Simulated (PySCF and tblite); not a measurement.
Results of a calculation; reference values are marked as such.
C₄H₈O, numbered as in [OH:1][CH2:2][CH:3]1[CH2:4][CH2:5]1.

The ensemble was built from 90 distance-geometry starts (ETKDG and KDG, MMFF94s, GFN2-xTB) and rests on PBE0-D3(BJ)/def2-SVP geometries. Energies: B3LYP-D3(BJ)/def2-TZVP (IEF-PCM, chloroform), with GFN2-xTB thermal terms (modes under about 100 cm⁻¹ blended into free rotors). Symmetry numbers and mirror images are counted. Conformers within 3 kcal/mol (GFN2-xTB free energy) were kept, 8 at most. GIAO shieldings: PBE0/pcSseg-1 (IEF-PCM, chloroform). Shifts are against TMS (¹H), TMS (¹³C) at the same level. Run with PySCF (density fitting) and tblite.

Torsions listed: H1–O1–C2–C3, O1–C2–C3–C4. Of a mirror pair one member is shown.

| conformer | shape | symmetry | E(GFN2) kcal/mol | E(DFT) kcal/mol |
| --- | --- | --- | --- | --- |
| 1 | -51°, 152° | C1 (pair) | 0.00 | 0.00 |
| 2 | -58°, -75° | C1 (pair) | 0.49 | 0.72 |
| 3 | -174°, -81° | C1 (pair) | 2.18 | 0.98 |
| 4 | 72°, 36° | C1 (pair) | 1.47 | 1.47 |
| 5 | -176°, 36° | Cs | 2.65 | 2.06 |

Problem. How much do the weights at 298.15 K and the averaged shift of H3 depend on how the conformers are weighted?

Solution. 
```csv
weighting,1 (%),2 (%),3 (%),4 (%),5 (%),δ (ppm),rms dipole (D)
"DFT energy with thermal terms, symmetry and mirror images (full scheme)",57,20,17,5,1,0.91,1.97
DFT energy with symmetry and mirror images,63,19,12,5,1,0.91,1.98
bare DFT energy,62,18,12,5,2,0.91,1.98
GFN2-xTB energy with symmetry and mirror images,65,28,2,5,0,0.90,2.00
GFN2-xTB free energy,61,31,2,5,1,0.89,2.00
leading conformer alone,100,0,0,0,0,0.96,2.02
equal weights,20,20,20,20,20,0.82,1.92
"full scheme, search stopped after three starts",61,21,18,0,0,0.93,1.97
```

The largest departure from the full scheme, 0.09 ppm, comes with: equal weights.
